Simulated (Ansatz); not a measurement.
C2HFO2, SMILES `O=C=C(O)F`, one more setting.

```yaml
crystal:
  periodic: [false, false, false]
  atoms:
    - {symbol: O, position_ang: [0.848138, -2.098594, 0.317731]}
    - {symbol: C, position_ang: [0.536858, -0.999973, 0.095970]}
    - {symbol: C, position_ang: [0.162468, 0.235642, -0.152771]}
    - {symbol: O, position_ang: [-1.113329, 0.580483, -0.391721]}
    - {symbol: F, position_ang: [1.093796, 1.194772, -0.296412]}
    - {symbol: H, position_ang: [-1.485830, 1.023668, 0.381103]}
basis:
  gaussian: {orbitals: "6-31G*"}
hamiltonian: {xc: {name: wB97}}
```

```sh
$ ansatz run in.yaml --threads 2 --pin off --events-out ev --progress --plain --max-ram 4352MiB
```

Output, abridged:

```
Functional definition: wB97
764 factors; their error is unknown
248 factors; integrals over basis functions are off by at most 1.5e-5 eV
mean field evaluation 1: about -8893.1958 eV, gradient 4.6e1 eV
mean field evaluation 2: about -8891.7980 eV, gradient 5.7e1 eV
mean field evaluation 4: about -8896.9484 eV, gradient 3.0e0 eV
mean field evaluation 8: about -8896.9699 eV, gradient 5.8e-2 eV
mean field evaluation 16: about -8896.9169 eV, gradient 7.3e-4 eV
mean field -8896.91688521 eV, -326.9556649846 hartree, gradient 6.4e-5 eV, S^2 0.000000; 0 other end points of the search recorded, 0 dependent functions left out
reference -8896.91688118 eV, -326.9556648365 hartree; 19, 19 occupied and 58, 58 virtual orbitals, 764 factors
Total energy: -8896.91688118 eV, -326.9556648365 hartree
```

Hardware: 2 threads of an Arm Neoverse V1 on a shared host. Wall time 2.6 s, peak host memory 0.36 GiB.
